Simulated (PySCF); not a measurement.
**CH2BH: NMR shifts, electronic excitations and K edges in gas and solvents**

Aim: compute the NMR shifts, electronic excitations and K edges of CH2BH (`B=C`), and see what a dielectric continuum does where one was used.

Computed with PySCF 2.14.0, with density-fitted response routines of our own, on a single molecule, in the gas phase or a continuum. Atoms are numbered from 0 throughout.

### Step 1. The starting structure

5 atoms, charge 0, multiplicity 1; geometry from: GFN2-xTB.

Bonds of the start (Å): B0–C1 1.38, B0–H2 1.15, C1–H3 1.08, C1–H4 1.08.

### Step 2. Geometry optimisation at PBE0-D3(BJ)/def2-SVP

What the job is given:

```
{"job": {"xc": "PBE0", "basis": "def2-SVP", "d3": "d3bj", "grid": 1, "kind": "geom"}, "charge": 0, "multiplicity": 1}
B      0.840800    -0.073591    -0.025256
C     -0.531703     0.047171     0.010590
H      1.983423    -0.172605    -0.055150
H     -1.222365    -0.775979    -0.096317
H     -1.061533     0.977857     0.148948
```

Command:

```
> OMP_NUM_THREADS=1 python probes_run.py task.json out
```

This one command runs all jobs of the session in turn.

Output:

```text
step   0  E = -64.54014829  max force = 0.023248
step   1  E = -64.54175257  max force = 0.003245
step   2  E = -64.54176902  max force = 0.000500
step   3  E = -64.54177005  max force = 0.000184
optimisation converged
```

It took 5.5 s on 1 thread, shared host.

Along the way:

```csv
step,energy from step 0 (eV),largest force component (eV/Å)
0,0.0000,1.1955
1,-0.0437,0.1669
2,-0.0441,0.0257
3,-0.0441,0.0095
```

Close pairs (by a distance rule), those that changed most:

```csv
bond,before (Å),after (Å),change (Å)
B0–H2,1.147,1.189,+0.041
C1–H3,1.080,1.095,+0.016
C1–H4,1.080,1.095,+0.015
B0–C1,1.378,1.384,+0.006
```

The end geometry stands in the next job.

```csv
at the end point,value
point group (found at 0.08 Å tolerance),C2v
"rotational constants (GHz, main isotopes)","293.0, 28.384, 25.877"
dipole moment (D),0.46
```

### Step 3. NMR shieldings: PBE0/pcSseg-1 in benzene

What the job is given:

```
{"job": {"kind": "nmr", "xc": "PBE0", "basis": "pcSseg-1", "solvent": "benzene", "pop": true}, "charge": 0, "multiplicity": 1}
B      0.776646    -0.060707    -0.043060
C     -0.601433     0.061204    -0.005550
H      1.960164    -0.166572    -0.075200
H     -1.266359    -0.802133    -0.117980
H     -1.104825     1.023257     0.137084
```

Level: GIAO PBE0/pcSseg-1 NMR shielding, non-relativistic, IEF-PCM benzene.

Output:

```text
coarse grid: 4032 points
cycle   1  E = -64.5253342455  dE =  1.158e-02  |g| = 4.065e-01  |ddm| = 1.792e+00
cycle   2  E = -64.4786820089  dE =  4.665e-02  |g| = 5.613e-01  |ddm| = 6.605e-01
cycle   3  E = -64.5706664733  dE = -9.198e-02  |g| = 4.996e-02  |ddm| = 4.211e-01
cycle   4  E = -64.5715081925  dE = -8.417e-04  |g| = 1.269e-02  |ddm| = 5.597e-02
cycle   5  E = -64.5715626860  dE = -5.449e-05  |g| = 1.395e-03  |ddm| = 1.211e-02
cycle   6  E = -64.5715633313  dE = -6.452e-07  |g| = 2.053e-04  |ddm| = 1.389e-03
final grid: 38536 points
cycle   7  E = -64.5829221037  dE = -1.033e-05  |g| = 3.149e-03  |ddm| = 1.071e-02
cycle   8  E = -64.5829214534  dE =  6.502e-07  |g| = 3.631e-03  |ddm| = 4.776e-03
cycle   9  E = -64.5829248699  dE = -3.416e-06  |g| = 5.883e-04  |ddm| = 2.530e-03
cycle  10  E = -64.5829249837  dE = -1.138e-07  |g| = 5.674e-05  |ddm| = 5.317e-04
cycle  11  E = -64.5829249848  dE = -1.030e-09  |g| = 6.998e-06  |ddm| = 4.906e-05
cycle  12  E = -64.5829249848  dE = -2.700e-11  |g| = 1.034e-06  |ddm| = 1.112e-05
converged SCF energy = -64.5829249848

GIAO shielding tensors (ppm)
atom      isotropic    diamagn.    paramagn.     s11        s22        s33       span
  0 B        0.772     202.668    -201.896    -48.167     14.862     35.621     83.789
  1 C      130.863     261.396    -130.532      6.843    165.147    220.599    213.756
  2 H       23.738      28.572      -4.834     19.840     25.225     26.147      6.307
  3 H       27.041      30.142      -3.101     25.051     27.049     29.023      3.972
  4 H       27.062      30.125      -3.064     25.011     27.038     29.136      4.125
```

Wall time 5.8 s (1 thread, shared host).

Shifts follow as δ = σ(reference) − σ, with reference shieldings (ppm) from runs at the same level and on the same kind of geometry: ¹H TMS 31.25, ¹³C TMS 184.9, ¹¹B BF3·OEt2 101.0. The references are single molecules in the same continuum. Atoms listed in one row are averaged.

```csv
atoms,environment,σ (ppm),δ (ppm)
C1,"carbon bonded to B, 2 H",130.9,54.0
H2,hydrogen on a boron bonded to C,23.74,7.52
"H3, H4",hydrogen on a carbon bonded to B,27.05,4.20
B0,"boron bonded to C, H",0.8,100.3
```

Charges from the same density, by scheme (e):

```csv
atoms,Mulliken,IAO,Hirshfeld,ESP fit
B0,0.18,0.14,0.17,0.47
C1,-0.59,-0.58,-0.27,-1.25
```

Mayer bond orders: B0–C1 2.05.

### Step 4. Shielding tensors: PBE0/pcSseg-1 in dichloromethane

What the job is given:

```
{"job": {"kind": "nmr", "xc": "PBE0", "basis": "pcSseg-1", "solvent": "dichloromethane", "pop": false}, "charge": 0, "multiplicity": 1}
B      0.776646    -0.060707    -0.043060
C     -0.601433     0.061204    -0.005550
H      1.960164    -0.166572    -0.075200
H     -1.266359    -0.802133    -0.117980
H     -1.104825     1.023257     0.137084
```

With the program's defaults for keys left out, this is: GIAO PBE0/pcSseg-1 NMR shielding, non-relativistic, IEF-PCM dichloromethane.

Output:

```text
coarse grid: 4032 points
cycle   1  E = -64.5281372267  dE =  8.842e-03  |g| = 4.021e-01  |ddm| = 1.792e+00
cycle   2  E = -64.4894390007  dE =  3.870e-02  |g| = 5.365e-01  |ddm| = 6.296e-01
cycle   3  E = -64.5723245905  dE = -8.289e-02  |g| = 4.311e-02  |ddm| = 3.902e-01
cycle   4  E = -64.5729344702  dE = -6.099e-04  |g| = 1.163e-02  |ddm| = 4.766e-02
cycle   5  E = -64.5729803482  dE = -4.588e-05  |g| = 1.259e-03  |ddm| = 1.116e-02
cycle   6  E = -64.5729808705  dE = -5.222e-07  |g| = 2.139e-04  |ddm| = 1.267e-03
final grid: 38536 points
cycle   7  E = -64.5843334614  dE = -1.041e-05  |g| = 3.118e-03  |ddm| = 1.071e-02
cycle   8  E = -64.5843328807  dE =  5.807e-07  |g| = 3.573e-03  |ddm| = 4.656e-03
cycle   9  E = -64.5843361910  dE = -3.310e-06  |g| = 5.358e-04  |ddm| = 2.442e-03
cycle  10  E = -64.5843362844  dE = -9.343e-08  |g| = 5.564e-05  |ddm| = 4.840e-04
cycle  11  E = -64.5843362854  dE = -9.904e-10  |g| = 6.782e-06  |ddm| = 4.823e-05
converged SCF energy = -64.5843362854

GIAO shielding tensors (ppm)
atom      isotropic    diamagn.    paramagn.     s11        s22        s33       span
  0 B        2.319     202.799    -200.480    -48.958     13.288     42.626     91.584
  1 C      131.749     261.774    -130.024      8.663    165.567    221.018    212.354
  2 H       23.853      28.422      -4.569     20.441     25.121     25.996      5.556
  3 H       27.030      30.101      -3.071     24.991     26.988     29.112      4.121
  4 H       27.051      30.086      -3.034     24.951     26.977     29.226      4.274
```

Wall time 2.8 s (1 thread, shared host).

Key values: δ C1 53.6, B0 99.0, H2 7.39, H3 4.20 ppm (means over like atoms).

### Step 5. Ultraviolet spectrum: CAM-B3LYP/def2-SVPD

What the job is given:

```
{"job": {"kind": "uv", "xc": "CAM-B3LYP", "basis": "def2-SVPD", "dynamic": true, "nstates": 6, "ntriplets": 0}, "charge": 0, "multiplicity": 1}
B      0.776646    -0.060707    -0.043060
C     -0.601433     0.061204    -0.005550
H      1.960164    -0.166572    -0.075200
H     -1.266359    -0.802133    -0.117980
H     -1.104825     1.023257     0.137084
```

Level: TDDFT CAM-B3LYP/def2-SVPD, vertical, gas phase, core orbitals frozen in the response.

Output:

```text
coarse grid: 4032 points
cycle   1  E = -64.5331182907  dE =  1.652e-02  |g| = 3.713e-01  |ddm| = 3.103e+00
cycle   2  E = -64.5249758922  dE =  8.142e-03  |g| = 4.232e-01  |ddm| = 8.026e-01
cycle   3  E = -64.5750003012  dE = -5.002e-02  |g| = 2.336e-02  |ddm| = 4.571e-01
cycle   4  E = -64.5752565908  dE = -2.563e-04  |g| = 1.251e-02  |ddm| = 5.588e-02
cycle   5  E = -64.5753172180  dE = -6.063e-05  |g| = 2.339e-03  |ddm| = 2.931e-02
cycle   6  E = -64.5753207409  dE = -3.523e-06  |g| = 4.683e-04  |ddm| = 6.891e-03
final grid: 38536 points
cycle   7  E = -64.5900098084  dE = -8.623e-06  |g| = 1.292e-03  |ddm| = 2.600e-02
cycle   8  E = -64.5900098519  dE = -4.350e-08  |g| = 1.244e-03  |ddm| = 3.524e-03
cycle   9  E = -64.5900102664  dE = -4.145e-07  |g| = 1.655e-04  |ddm| = 1.383e-03
cycle  10  E = -64.5900102738  dE = -7.458e-09  |g| = 4.843e-05  |ddm| = 3.944e-04
cycle  11  E = -64.5900102748  dE = -1.022e-09  |g| = 7.000e-06  |ddm| = 9.344e-05
cycle  12  E = -64.5900102749  dE = -5.349e-11  |g| = 1.768e-06  |ddm| = 2.285e-05
converged SCF energy = -64.5900102749

Static polarisability (au): isotropic 29.849, principal 24.265 25.895 39.386

Singlet excitations
state   eV       nm        f      main configurations
  1   3.1341    395.6   0.00000   H->L 0.99
  2   6.2188    199.4   0.09771   H->L+1 0.88, H->L+3 0.11
  3   6.7133    184.7   0.23035   H->L+2 0.90, H-2->L 0.09
  4   7.1895    172.5   0.00087   H->L+3 0.87, H->L+1 0.11
  5   7.7529    159.9   0.00006   H-1->L 0.97
  6   8.2770    149.8   0.00419   H->L+4 0.98
```

Run time: 5.1 s. Hardware: 1 thread, shared host.

The orbitals next to the gap, with their largest atomic shares:

```csv
orbital,eV,atoms
HOMO−3,-14.71,"B0 37 %, H2 33 %, C1 21 %"
HOMO−2,-13.06,"C1 49 %, H4 20 %, H3 20 %"
HOMO−1,-12.62,"C1 39 %, B0 33 %, H2 14 %"
HOMO,-8.05,"C1 49 %, B0 36 %, H3 6 %"
LUMO,-0.33,"B0 59 %, C1 20 %, H2 13 %"
LUMO+1,1.20,"B0 80 %, C1 7 %, H2 6 %"
LUMO+2,1.60,"B0 49 %, C1 30 %, H2 15 %"
```

With each of the 6 states as a Gaussian band of 0.4 eV half-width at 1/e, the curve within the window shown has maxima at 187 nm (ε 10,000), 150 nm (ε 170) L/(mol cm). Beyond the last state computed it falls off for lack of states. The curve at chosen wavelengths:

nm, ε (L/mol/cm) and a bar:
```
      145         97 
      159         56 
      173       2366 #######
      186      10312 ##############################
      200       5908 #################
      214       1416 ####
      228         97 
      241          3 
      255          0 
      269          0 
      283          0 
      296          0 
      310          0 
      324          0 
      338          0 
      351          0 
      365          0 
      379          0 
      393          0 
      406          0 
      420          0 
      434          0 
      448          0 
      461          0 
      475          0 
      489          0
```

Further results of this job:

```csv
property,computed
dipole moment (D),0.65
polarisability (Å³),4.42
HOMO–LUMO gap (eV),7.72
−ε(HOMO) (eV),8.05
C6 with itself (au),298
```

### Step 6. Excited states and response: CAM-B3LYP/def2-SVPD in benzene

What the job is given:

```
{"job": {"kind": "uv", "xc": "CAM-B3LYP", "basis": "def2-SVPD", "solvent": "benzene", "nstates": 6, "ntriplets": 0}, "charge": 0, "multiplicity": 1}
B      0.776646    -0.060707    -0.043060
C     -0.601433     0.061204    -0.005550
H      1.960164    -0.166572    -0.075200
H     -1.266359    -0.802133    -0.117980
H     -1.104825     1.023257     0.137084
```

Level: TDDFT CAM-B3LYP/def2-SVPD, vertical, IEF-PCM benzene (non-equilibrium linear response), core orbitals frozen in the response.

Output:

```text
coarse grid: 4032 points
cycle   1  E = -64.5363936848  dE =  1.334e-02  |g| = 3.646e-01  |ddm| = 3.104e+00
cycle   2  E = -64.5331002275  dE =  3.293e-03  |g| = 3.969e-01  |ddm| = 7.704e-01
cycle   3  E = -64.5763614631  dE = -4.326e-02  |g| = 1.984e-02  |ddm| = 4.270e-01
cycle   4  E = -64.5765811265  dE = -2.197e-04  |g| = 1.054e-02  |ddm| = 4.982e-02
cycle   5  E = -64.5766250919  dE = -4.397e-05  |g| = 2.262e-03  |ddm| = 2.534e-02
cycle   6  E = -64.5766285196  dE = -3.428e-06  |g| = 4.822e-04  |ddm| = 6.531e-03
final grid: 38536 points
cycle   7  E = -64.5913127918  dE = -8.662e-06  |g| = 1.287e-03  |ddm| = 2.598e-02
cycle   8  E = -64.5913128551  dE = -6.334e-08  |g| = 1.215e-03  |ddm| = 3.560e-03
cycle   9  E = -64.5913132496  dE = -3.945e-07  |g| = 1.500e-04  |ddm| = 1.359e-03
cycle  10  E = -64.5913132559  dE = -6.295e-09  |g| = 4.200e-05  |ddm| = 3.783e-04
cycle  11  E = -64.5913132567  dE = -7.984e-10  |g| = 7.440e-06  |ddm| = 8.742e-05
converged SCF energy = -64.5913132567

Static polarisability (au): isotropic 33.555, principal 26.802 29.096 44.767

Singlet excitations
state   eV       nm        f      main configurations
  1   3.1970    387.8   0.00000   H->L 0.99
  2   6.2084    199.7   0.12854   H->L+1 0.88, H->L+3 0.10
  3   6.5587    189.0   0.29867   H->L+2 0.92
  4   7.2966    169.9   0.00092   H->L+3 0.88, H->L+1 0.11
  5   7.7398    160.2   0.00003   H-1->L 0.97
  6   8.3317    148.8   0.00703   H->L+4 0.98
```

It took 4 s on 1 thread, shared host.

This run: HOMO -8.07 eV, LUMO -0.26 eV; lowest singlet 3.20 eV.

### Step 7. TDDFT and polarisability: CAM-B3LYP/def2-SVPD in dichloromethane

What the job is given:

```
{"job": {"kind": "uv", "xc": "CAM-B3LYP", "basis": "def2-SVPD", "solvent": "dichloromethane", "nstates": 6, "ntriplets": 0}, "charge": 0, "multiplicity": 1}
B      0.776646    -0.060707    -0.043060
C     -0.601433     0.061204    -0.005550
H      1.960164    -0.166572    -0.075200
H     -1.266359    -0.802133    -0.117980
H     -1.104825     1.023257     0.137084
```

Method: TDDFT CAM-B3LYP/def2-SVPD, vertical, IEF-PCM dichloromethane (non-equilibrium linear response), core orbitals frozen in the response.

Output:

```text
coarse grid: 4032 points
cycle   1  E = -64.5391270302  dE =  1.067e-02  |g| = 3.598e-01  |ddm| = 3.106e+00
cycle   2  E = -64.5386542980  dE =  4.727e-04  |g| = 3.790e-01  |ddm| = 7.490e-01
cycle   3  E = -64.5776464426  dE = -3.899e-02  |g| = 1.806e-02  |ddm| = 4.081e-01
cycle   4  E = -64.5778527694  dE = -2.063e-04  |g| = 9.298e-03  |ddm| = 4.709e-02
cycle   5  E = -64.5778882900  dE = -3.552e-05  |g| = 2.242e-03  |ddm| = 2.275e-02
cycle   6  E = -64.5778918145  dE = -3.524e-06  |g| = 5.146e-04  |ddm| = 6.546e-03
final grid: 38536 points
cycle   7  E = -64.5925714198  dE = -8.708e-06  |g| = 1.276e-03  |ddm| = 2.597e-02
cycle   8  E = -64.5925715027  dE = -8.290e-08  |g| = 1.179e-03  |ddm| = 3.569e-03
cycle   9  E = -64.5925718736  dE = -3.709e-07  |g| = 1.437e-04  |ddm| = 1.335e-03
cycle  10  E = -64.5925718797  dE = -6.042e-09  |g| = 3.780e-05  |ddm| = 3.746e-04
cycle  11  E = -64.5925718804  dE = -6.938e-10  |g| = 8.328e-06  |ddm| = 8.308e-05
converged SCF energy = -64.5925718804

Static polarisability (au): isotropic 37.375, principal 29.468 32.748 49.909

Singlet excitations
state   eV       nm        f      main configurations
  1   3.2781    378.2   0.00000   H->L 0.99
  2   6.2598    198.1   0.13547   H->L+1 0.90, H->L+3 0.09
  3   6.6026    187.8   0.28936   H->L+2 0.92
  4   7.4085    167.4   0.00074   H->L+3 0.89, H->L+1 0.09
  5   7.7559    159.9   0.00009   H-1->L 0.97
  6   8.4135    147.4   0.00700   H->L+4 0.97
```

It took 4.1 s on 1 thread, shared host.

Key values: HOMO -8.10 eV, LUMO -0.22 eV; lowest singlet 3.28 eV.

### Step 8. K-edge absorption: BHandHLYP/aug-pcX-1+pcseg-1

What the job is given:

```
{"job": {"kind": "xas", "xc": "BHandHLYP", "basis": {"default": "aug-pcX-1", "H": "pcseg-1"}}, "charge": 0, "multiplicity": 1}
B      0.776646    -0.060707    -0.043060
C     -0.601433     0.061204    -0.005550
H      1.960164    -0.166572    -0.075200
H     -1.266359    -0.802133    -0.117980
H     -1.104825     1.023257     0.137084
```

Level: core-valence-separated TDA BHandHLYP/aug-pcX-1 H:pcseg-1, K edges, non-relativistic, gas phase.

Output:

```text
coarse grid: 4032 points
cycle   1  E = -64.5822032350  dE =  1.784e-02  |g| = 3.559e-01  |ddm| = 1.917e+00
cycle   2  E = -64.5810596792  dE =  1.144e-03  |g| = 3.789e-01  |ddm| = 6.030e-01
cycle   3  E = -64.6201811708  dE = -3.912e-02  |g| = 2.607e-02  |ddm| = 2.956e-01
cycle   4  E = -64.6204840176  dE = -3.028e-04  |g| = 1.233e-02  |ddm| = 3.639e-02
cycle   5  E = -64.6205379045  dE = -5.389e-05  |g| = 2.380e-03  |ddm| = 1.448e-02
cycle   6  E = -64.6205412141  dE = -3.310e-06  |g| = 6.526e-04  |ddm| = 4.109e-03
final grid: 38536 points
cycle   7  E = -64.6346354397  dE = -2.395e-05  |g| = 1.339e-03  |ddm| = 7.326e-03
cycle   8  E = -64.6346355283  dE = -8.856e-08  |g| = 8.315e-04  |ddm| = 1.348e-03
cycle   9  E = -64.6346356878  dE = -1.595e-07  |g| = 3.127e-04  |ddm| = 7.628e-04
cycle  10  E = -64.6346357123  dE = -2.445e-08  |g| = 4.338e-05  |ddm| = 2.554e-04
cycle  11  E = -64.6346357130  dE = -7.679e-10  |g| = 1.376e-05  |ddm| = 4.601e-05
converged SCF energy = -64.6346357130

B K edge
   eV          f      from atoms
  185.687   0.09291   B0
  188.975   0.06237   B0
  191.334   0.00339   B0
  191.560   0.00844   B0
  192.259   0.00666   B0
  192.349   0.01098   B0
  193.037   0.00408   B0
  193.963   0.00131   B0

C K edge
   eV          f      from atoms
  282.414   0.00009   C1
  282.832   0.05140   C1
  284.826   0.00271   C1
  285.625   0.02379   C1
  286.308   0.00057   C1
  286.446   0.00225   C1
  286.528   0.01634   C1
  287.429   0.00705   C1
```

Run time: 3.4 s. Hardware: 1 thread, shared host.

### Step 9. Run by run: NMR shifts

Shifts (ppm), means over like atoms, with basis size and wall time:

```csv
run,C1,H2,H3,B0,functions,time
PBE0/pcSseg-1 in benzene,54.0,7.52,4.20,100.3,49,5.8 s
PBE0/pcSseg-1 in dichloromethane,53.6,7.39,4.20,99.0,49,2.8 s
```

The continuum's effect on the ground state:

```csv
solvent,ε,polarisation energy (Eh),μ (D)
benzene,2.27,-0.0015,0.65
dichloromethane,8.93,-0.0031,0.73
```

### Step 10. Side by side: electronic excitations

Excitations and ground-state properties, with basis size and wall time:

```csv
run,lowest singlet (eV),brightest (eV),f,gap (eV),α (Å³),μ (D),functions,time
CAM-B3LYP/def2-SVPD,3.13,6.71,0.230,7.72,4.42,0.65,64,5.1 s
CAM-B3LYP/def2-SVPD in benzene,3.20,6.56,0.299,7.80,4.97,0.73,64,4 s
CAM-B3LYP/def2-SVPD in dichloromethane,3.28,6.60,0.289,7.89,5.54,0.81,64,4.1 s
```

The continuum's effect on the ground state:

```csv
solvent,ε,polarisation energy (Eh),μ (D)
benzene,2.27,-0.0014,0.73
dichloromethane,8.93,-0.0027,0.81
```

### Step 11. Summary of results

```
                                                                       quantity                                                  value
                                                                    point group                                                    C2v
                                           rotational constants (main isotopes)                               292.98, 28.38, 25.88 GHz
                                ¹³C shifts against TMS (PBE0/pcSseg-1, benzene)                                               54.0 ppm
¹H shifts against TMS (PBE0/pcSseg-1, benzene, means over atoms taken as alike)                                         7.52, 4.20 ppm
                           ¹¹B shifts against BF3·OEt2 (PBE0/pcSseg-1, benzene)                                              100.3 ppm
                                           lowest singlet (CAM-B3LYP/def2-SVPD)                            3.13 eV (396 nm), f = 0.000
                                       brightest single state of those computed                            state 3, 6.71 eV, f = 0.230
                                                                       B K edge  first line 185.69 eV, strongest 185.69 eV (f = 0.093)
                                                                       C K edge  first line 282.41 eV, strongest 282.83 eV (f = 0.051)
                                                       range of the shift of B0                                      99.0 to 100.3 ppm
                                                    range of the lowest singlet                                        3.13 to 3.28 eV
```

In words: Over 3 steps the energy fell by 0.044 eV; of the close pairs, B0–H2 changed most, 1.147 to 1.189 Å. At PBE0/pcSseg-1: The widest tensor belongs to C1: span 214 ppm, with a paramagnetic part of -131 ppm. The first singlet state (HOMO→LUMO 0.99) lies at 3.13 eV and is dark; of the 6 states computed, the strongest absorption comes from state 3 at 6.71 eV. At the B edge the strongest single line lifts a 1s electron of B0 into LUMO (weight 0.84), and it is the first line. At the C edge the strongest single line lifts a 1s electron of C1 into several orbitals, led by LUMO+2 (weight 0.56), 0.4 eV above the first line. Absolute edge energies from this method are off by several eV; spacings are better. Across the 2 runs the shift of B0 moves most, between 99.0 (PBE0/pcSseg-1 in dichloromethane) and 100.3 ppm (PBE0/pcSseg-1 in benzene). The continuum holds electrostatics alone: no hydrogen bonds to the solvent, and the gas-phase geometry is kept. The lowest singlet runs from 3.13 eV (CAM-B3LYP/def2-SVPD) to 3.28 eV (CAM-B3LYP/def2-SVPD in dichloromethane), while the orbital gap spans 7.72 to 7.89 eV. The lowest state need not be the same one in every run.
